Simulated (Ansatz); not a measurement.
## Band gap of some tetrahedrally bonded semiconductors and semimetals

Method: LDA (Ansatz, a first-principles code, plane waves, PAW). References are measured gaps from which a computed or estimated zero-point shift was taken out, by their sources or here, so that they lie as a rule above the printed measurements.

Values in eV.

```csv
solid,reference,LDA,error (eV)
wurtzite ZnO,3.6,0.72,-2.88
diamond-structure Si,1.23,0.47,-0.76
zinc-blende AlP,2.54,1.45,-1.09
zinc-blende GaP,2.43,1.44,-0.99
zinc-blende ZnS,3.94,1.85,-2.09
zinc-blende InP,1.47,0.46,-1.01
zinc-blende BP,2.2 (2.20–2.50),1.18,-1.02
wurtzite GaN,3.68,1.91,-1.77
3C-SiC,2.53,1.32,-1.21
wurtzite AlN,6.51,4.22,-2.29
wurtzite CdS,2.64,0.95,-1.69
```

Over these 11 solids the mean error is -1.53 eV, the mean absolute error 1.53 eV (median 1.21 eV), and the worst case wurtzite ZnO at -2.88 eV; the value is too low in 11 of 11 cases.

Brackets give the range of our sources, which can hold other temperatures.

Differences are worked out from the printed values.

Semilocal Kohn–Sham gaps run low as a rule, and all computed gaps are for a static lattice, while measured ones hold electron–phonon shifts unless said otherwise.

Levels without +SOC have no spin–orbit coupling; where heavier elements are present it shifts gaps, mostly down, and can invert bands. Cells: LDA at the measured cell. Ansatz's density-functional and Hartree–Fock values are scalar-relativistic unless marked +SOC, with PAW data made under PBE.

Ansatz's runs of these crystals have no spin polarisation.

Not in this set, of the tetrahedrally bonded semiconductors and semimetals with a reference value in our tables and a result at some level: 15 for a reference of another kind, counted apart (wurtzite AgI, zinc-blende AgI, zinc-blende AlN, cubic BN, zinc-blende BeSe and 10 more); 8 for spin–orbit coupling left out (zinc-blende AlAs, zinc-blende CdTe, zinc-blende GaAs, zinc-blende GaSb, diamond-structure Ge and 3 more); 1 for sources at odds (zinc-blende BAs); 1 for another kind of cell (zinc-blende GaN); 1 for a measured value of zero (grey tin (α-Sn)); 1 for a high-temperature or high-pressure phase (wurtzite ZnS). These can be a level's worst cases. At least 6 more with a reference value are held back for tests. Without +SOC, gaps count where the solid holds none of Ge, As, Se, Br, Sn, Sb, Te, I or the elements past barium, or holds Ge, As, Se or Br with a gap over 4 eV. Layered and molecular crystals are counted apart. The metals Ce to Yb are counted apart.

References as tabulated in, or derived from, Chen et al. (2018), doi:10.1103/physrevmaterials.2.073803; X. Ren, F. Merz, H. Jiang et al., All-electron periodic G0W0 implementation …; Feneberg et al. (2010), doi:10.1103/physrevb.82.075208.
